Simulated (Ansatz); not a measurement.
# C4H4N: the cost of one run

Computed with Ansatz 0.2.0 (the levels named in each step, unless a step's input says otherwise).

## 1. Starting point

Bond lengths: C1–C2 1.432 Å, C2–N3 1.331 Å, N3–C4 1.332 Å, C1–C5 1.368 Å, C4–C5 1.432 Å, C1–H6 1.072 Å, C2–H7 1.074 Å, C4–H8 1.074 Å, C5–H9 1.072 Å. Angles: C1–C2–N3 110.9°, C1–C2–H7 127.8°, N3–C2–H7 121.3°, C2–C1–C5 105.6°, C2–C1–H6 125.6°, C5–C1–H6 128.8°, C2–N3–C4 107.0°, N3–C4–C5 110.9°, N3–C4–H8 121.4°, C5–C4–H8 127.8°, C1–C5–C4 105.6°, C1–C5–H9 128.8°, C4–C5–H9 125.6°.

Coordinates:

```xyz
9

C     0.2378    1.1464    0.2782
C     1.1269    0.0994   -0.1253
N     0.4606   -1.0317   -0.3419
C    -0.8241   -0.7788   -0.0994
C    -1.0095    0.5850    0.2946
H     0.5246    2.1527    0.5120
H     2.1919    0.1540   -0.2546
H    -1.5736   -1.5410   -0.2044
H    -1.9477    1.0400    0.5444
```

## 2. A rough first relaxation, PBE-D4/def2-SVP

Contents of input.yaml:

```yaml
crystal:
  periodic: [false, false, false]
  atoms:
    - { symbol: C, position_ang: [0.23779, 1.14639, 0.27825] }
    - { symbol: C, position_ang: [1.12689, 0.09941, -0.12534] }
    - { symbol: "N", position_ang: [0.46056, -1.03172, -0.34186] }
    - { symbol: C, position_ang: [-0.8241, -0.77876, -0.09944] }
    - { symbol: C, position_ang: [-1.00952, 0.58502, 0.29464] }
    - { symbol: H, position_ang: [0.52463, 2.15271, 0.51198] }
    - { symbol: H, position_ang: [2.19185, 0.15397, -0.25458] }
    - { symbol: H, position_ang: [-1.57362, -1.54099, -0.20436] }
    - { symbol: H, position_ang: [-1.94769, 1.04001, 0.54443] }
magnetization:
  spin_polarized: true
  initial_magnetization: 1
basis:
  gaussian: { orbitals: def2-SVP }
hamiltonian:
  xc: pbe
  dispersion: d4
relax:
  f_tol: 0.03
  max_steps: 200
```

The run is started by

```sh
$ ansatz run input.yaml --threads 4 --pin off --max-ram 10240MiB --backend cpu --events-out ev --progress --plain --runs-dir out
```

**Question.** How long does this run take on 4 threads of Arm Neoverse N1, shared host, and how much memory does it need?

About 11 s, with a peak of 0.15 GiB.
